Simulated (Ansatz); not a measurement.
Trigonal Te, treated with r²SCAN-D4 in Ansatz (plane waves, PAW).

Run with plane-wave cutoff 560 eV, 12×12×6 k mesh (along the axes of the cell as run), Fermi–Dirac smearing 0.01 eV, scalar-relativistic PAW data made under PBE.

Cell (relaxed at this level):

```yaml
crystal:
  lattice:
    - [2.25647, -3.90832, 0.00000]
    - [2.25647, 3.90832, 0.00000]
    - [0.00000, 0.00000, 5.92774]
  atoms:
    - { symbol: Te, position: [0.00000, 0.26091, 0.66667] }
    - { symbol: Te, position: [0.73909, 0.73909, 0.00000] }
    - { symbol: Te, position: [0.26091, 0.00000, 0.33333] }
```

### Question
Predict the bulk modulus, band gap, pressure derivative B′ of the bulk modulus, smallest direct gap on the k points sampled and Γ–Γ gap.

### Answer

* **bulk modulus**: 16.9 GPa
* **band gap**: 0.41 eV
* **pressure derivative B′ of the bulk modulus**: 9.3
* **smallest direct gap on the k points sampled**: 0.43 eV
* **Γ–Γ gap**: 1.95 eV

Measured, for comparison: band gap 0.33 eV (temperature not stated, no zero-point or thermal correction, compiled measured gap; kind and temperature not stated; as tabulated in Kothakonda et al. (2022), arXiv:2208.02841); bulk modulus 19 GPa (temperature not stated, no zero-point or thermal correction; as tabulated in Yi et al. (2018), arXiv:1712.00894). Computed (rounded) less measured: bulk modulus -11 % (against room or unstated temperature, where such soft solids are markedly softer).

Note: the bulk modulus comes from volumes at which shape and atoms were relaxed.

Spin–orbit coupling is not included; with these elements it can move the gap by several tenths of an eV or more.

Ansatz is a quantum-chemistry and plane-wave program.
